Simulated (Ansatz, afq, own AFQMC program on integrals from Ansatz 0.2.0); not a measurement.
# Where AFQMC and coupled cluster stand for AlBH₂, triplet

```csv
atom,x (Å),y (Å),z (Å)
B,0.0000,0.0000,1.2245
Al,0.0000,0.0000,-0.4065
H,0.0000,-1.4113,-1.1270
H,0.0000,1.4113,-1.1270
```

Connectivity, by distances: B–AlH2.

Basis cc-pVDZ. Noble-gas cores (and the filled d shells of Ga–Kr and In–Xe) are frozen. Ansatz 0.2.0 and our own AFQMC program on the same integrals; the CISD trial comes from CCSD amplitudes, and released means the phaseless constraint is let go. Uncertainties: one standard error, sampling alone.

Determinant: UHF, the one that the program's search chose, which needn't be the lowest solution. The geometry is a point of a scan.

No full CI on the walks' own integrals is used here; CCSDT(Q) serves as the reference and is uncertain by about the last step of the cluster series.

Cautions: lower spins were not checked.

- T1 diagnostic: 0.0257
- weight of the determinant in the CISD state: 0.895
- ⟨S²⟩ of the determinant: 2.006
- size of the correlated space: 8 electrons in 36 orbitals

Reference: CCSDT(Q), correlation energy -3.874 eV. The released energy is read at 2.40 1/Eh (meV from the phaseless value at times in 1/Eh: -6 ± 7 at 0.24, -9 ± 7 at 0.51, 1 ± 7 at 0.99, -2 ± 8 at 1.62, -12 ± 10 at 2.40).

```
         level  E − E(reference) (kJ/mol)  share of correlation (%)
            HF                      373.8                      0.00
           MP2                      104.8                     71.96
          CCSD                       12.6                     96.63
       CCSD(T)                        3.6                     99.04
         CCSDT                        0.4                     99.89
 ph-AFQMC/CISD                  1.3 ± 0.6                     99.65
released AFQMC                  0.1 ± 0.9                     99.97
```

A walk keeps the symmetry of its determinant, which the program's search chose and which needn't be the lowest solution, so a lower state of the same spin and another symmetry isn't excluded. Released energies are given only where the last usable release times agree within the noise; a slower fall can still hide under it.
